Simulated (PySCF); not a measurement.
C3H9N.

```xyz
13

C     -1.1963    -0.6907    -0.0554
N      0.0000     0.0000     0.3454
C      0.0000     1.3814    -0.0554
C      1.1963    -0.6907    -0.0554
H     -1.3179    -0.7609    -1.1622
H     -2.0843    -0.1765     0.3444
H     -1.1950    -1.7168     0.3444
H      0.0000     1.5218    -1.1622
H      0.8893     1.8933     0.3444
H     -0.8893     1.8933     0.3444
H      1.3179    -0.7609    -1.1622
H      2.0843    -0.1765     0.3444
H      1.1950    -1.7168     0.3444
```
Charge 0, spin multiplicity 1.

The structure is a stationary point at PBE0-D3(BJ)/def2-SVP.

The numbers are results of HF/pcSseg-1 in PySCF, not measurements. Non-relativistic, no solvent.

Computed absolute GIAO shielding of each atom: isotropic value and principal components (ppm):
| atom | σ(iso) | σ11 | σ22 | σ33 | span |
|---|---|---|---|---|---|
| C1 | 148.2 | 127.5 | 128.4 | 188.7 | 61.2 |
| N2 | 256.4 | 218.4 | 275.3 | 275.3 | 56.9 |
| C3 | 148.2 | 127.5 | 128.4 | 188.7 | 61.2 |
| C4 | 148.2 | 127.5 | 128.4 | 188.7 | 61.2 |
| H5 | 30.2 | 26.8 | 27.7 | 36.1 | 9.2 |
| H6 | 29.5 | 25.2 | 27.0 | 36.5 | 11.3 |
| H7 | 29.5 | 25.2 | 27.0 | 36.5 | 11.3 |
| H8 | 30.2 | 26.8 | 27.7 | 36.1 | 9.2 |
| H9 | 29.5 | 25.2 | 27.0 | 36.5 | 11.3 |
| H10 | 29.5 | 25.2 | 27.0 | 36.5 | 11.3 |
| H11 | 30.2 | 26.8 | 27.7 | 36.1 | 9.2 |
| H12 | 29.5 | 25.2 | 27.0 | 36.5 | 11.3 |
| H13 | 29.5 | 25.2 | 27.0 | 36.5 | 11.3 |
